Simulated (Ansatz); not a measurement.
C2H3NO can be A, `COC#N`, or B, `N=C=CO`.

Program: Ansatz. Geometries: PBE0-D4/def2-TZVP. ΔE: electronic, gas phase. CBS: MP2 limit from def2 TZ/QZ plus the TZ coupled-cluster correction, frozen cores. DFT in def2-TZVPP. Each species was taken in one conformer, which may not be the lowest.

Problem. Which is lower in electronic energy at CCSD(T)/CBS, and by how much? (Estimate.)

Solution. Computed: A, by 15.2 kcal/mol.

Problem. Give E(B) − E(A) in kcal/mol with HF/def2-TZVPP, LDA (SPW92), CCSD(T)/def2-SVP, r2SCAN-D4, MP2/def2-TZVPP, CCSD(T)/def2-TZVPP, PBE-D4. (Estimate.)

Solution. The calculation gave: HF/def2-TZVPP 21.7, LDA (SPW92) 6.5, CCSD(T)/def2-SVP 20.2, r2SCAN-D4 11.8, MP2/def2-TZVPP 19.1, CCSD(T)/def2-TZVPP 16.9, PBE-D4 9.7. None reverses the order clearly.

Problem. Does the order hold for the free energy at 298.15 K (harmonic terms from PBE0-D4)? (An estimate is asked.)

Solution. The calculation gave: Yes: G(B) − G(A) = +14.5 kcal/mol, for one conformer each.

Largest T1 diagnostic: 0.014.

In def2-TZVPP, CCSD(T) changes the Hartree–Fock value by −4.8 kcal/mol (the triples alone add −0.7 kcal/mol) and MP2 by −2.6 kcal/mol. At CCSD(T), def2-SVP lies +5.0 kcal/mol from the extrapolated value and def2-TZVPP +1.7 kcal/mol.
